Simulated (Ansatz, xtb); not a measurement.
Two isomers of C5H6F+

Structure X is `FC1=CCC[CH+]1`, a singlet and structure Y is `F[C@@H]1[CH+]C=CC1`, a singlet. Both are isolated ions in the gas phase, relaxed with B3LYP-D3(BJ)/def2-SVP; the shapes shown needn't be the lowest conformers.

X (Å):

```xyz
12

C    -1.2955   -2.0484    0.8394
C    -0.0555   -1.4113    0.8037
C     0.6419   -1.7074   -0.4544
C    -0.3189   -2.6228   -1.2246
C    -1.4816   -2.7698   -0.3394
F    -2.1493   -1.9800    1.8233
H     0.3348   -0.7796    1.6086
H     1.6314   -2.1657   -0.2521
H     0.8926   -0.7693   -0.9903
H    -0.6288   -2.2191   -2.2100
H     0.1097   -3.6155   -1.4715
H    -2.3755   -3.3612   -0.5639
```

Y (Å):

```xyz
12

C    -0.4841   -1.2333    0.5034
C    -0.1103   -1.1095   -0.9344
C     0.0832   -2.3568   -1.5067
C    -0.2964   -3.3249   -0.5689
C    -0.8543   -2.7303    0.6533
F    -1.4285   -0.3554    0.9036
H     0.4537   -1.0553    1.0801
H     0.0102   -0.1413   -1.4328
H     0.4593   -2.5566   -2.5112
H    -0.1736   -4.4042   -0.7149
H    -1.9619   -2.8067    0.6303
H    -0.5350   -3.2401    1.5775
```

Question: Estimate E(Y) − E(X) at the level CCSD(T)/def2-SVP + ΔMP2/def2-TZVPP.

Answer: Calculated at CCSD(T)/def2-SVP + ΔMP2/def2-TZVPP: E(Y) − E(X) = +0.202 eV, so structure X lies lower.

The same difference at several levels:

```tsv
level	geometry	E(Y) − E(X) (eV)	departure from the last row (eV)	job, with rough time for the two
GFN2-xTB	GFN2-xTB	+0.437	+0.235	optimisation, 0.25 s
HF/STO-3G	GFN2-xTB	+0.271	+0.069	single point, 0.7 s
r2SCAN-D4/def2-SVP	GFN2-xTB	+0.378	+0.176	single point, 4.5 s
B3LYP-D3(BJ)/def2-SVP	B3LYP-D3(BJ)/def2-SVP	+0.295	+0.093	optimisation, 49 s
HF/def2-SVP	B3LYP-D3(BJ)/def2-SVP	+0.053	−0.149	part of the CCSD(T) run
MP2/def2-SVP	B3LYP-D3(BJ)/def2-SVP	+0.219	+0.017	part of the CCSD(T) run
CCSD(T)/def2-SVP	B3LYP-D3(BJ)/def2-SVP	+0.217	+0.015	single point
CCSD(T)/def2-SVP + ΔMP2/def2-TZVPP	B3LYP-D3(BJ)/def2-SVP	+0.202		single point, 60 s
```

As drawn, both hold the same kinds of bond in the same numbers.

None of the levels shown reverses the order. The largest departure from CCSD(T)/def2-SVP + ΔMP2/def2-TZVPP is that of GFN2-xTB, 0.235 eV. The last row adds to CCSD(T) the change of the MP2 difference between the two basis sets, here −0.015 eV.

With thermal terms from frequencies at re-optimised GFN2-xTB minima (ideal gas, soft modes damped towards free rotors, one conformer each, 298.15 K, 1 atm): on the last row, ΔE + ΔZPE = +0.198, ΔH = +0.196, ΔG = +0.180 eV.

The correlated steps freeze 6 core orbitals. Mirror images aren't counted in ΔG. Run with Ansatz 0.2.0, xtb 6.7.1; the last row on 2 threads of Intel(R) Xeon(R) Processor @ 2.70GHz on a shared host.
